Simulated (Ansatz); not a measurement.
Job for Ansatz (a first-principles code): R-r2SCAN/def2-TZVPPD on ClCH3Clcomp, charge -1. Charge -1. Files ending in .json are basis or fitting sets from the Basis Set Exchange.

Ansatz 0.2 input:
```yaml
crystal:
  periodic: [false, false, false]
  atoms:
    - {symbol: Cl, position_ang: [0.00000000, 0.00000000, -2.38473500]}
    - {symbol: C, position_ang: [0.00000000, 0.00000000, -0.56633100]}
    - {symbol: H, position_ang: [0.00000000, 1.02506600, -0.22437900]}
    - {symbol: H, position_ang: [-0.88773400, -0.51253300, -0.22437900]}
    - {symbol: H, position_ang: [0.88773400, -0.51253300, -0.22437900]}
    - {symbol: Cl, position_ang: [0.00000000, 0.00000000, 2.62421300]}
basis:
  gaussian:
    orbitals: def2-TZVPPD.json
hamiltonian:
  xc: {name: r2SCAN}
total_charge: -1
scf: {lower_state_search: off}
```

The log:

```
WARN ansatz: RAYON_NUM_THREADS=2 ignored (pool sized by the plan → 2); use --threads N
Functional definition: r2SCAN
these checks for a lower state are left out or cut short: stability, starts, cluster_reference, orbital_swaps, neighbouring_geometries, increment
integrals: 0.10 GiB planned
999 factors; their error is unknown
mean field: 0.73 GiB planned
mean field evaluation 1: about -26129.3557 eV, gradient 3.5e1 eV
mean field evaluation 2: about -26126.0642 eV, gradient 5.0e1 eV
mean field evaluation 4: about -26132.4455 eV, gradient 2.0e0 eV
mean field evaluation 8: about -26132.4540 eV, gradient 4.2e-2 eV
mean field evaluation 16: about -26132.4271 eV, gradient 1.2e-4 eV
mean field -26132.42713653 eV, -960.3489840720 hartree, gradient 8.5e-6 eV, S^2 0.000000; 0 other end points of the search recorded, 0 dependent functions left out
reference -26132.42715904 eV, -960.3489848995 hartree; 22, 22 occupied and 168, 168 virtual orbitals, 999 factors
Total energy: -26132.42715904 eV, -960.3489848995 hartree
Checks for a lower state left out: stability, starts, cluster_reference, orbital_swaps, neighbouring_geometries, increment
```

The run converged.

Cost: roughly 4 core-seconds.
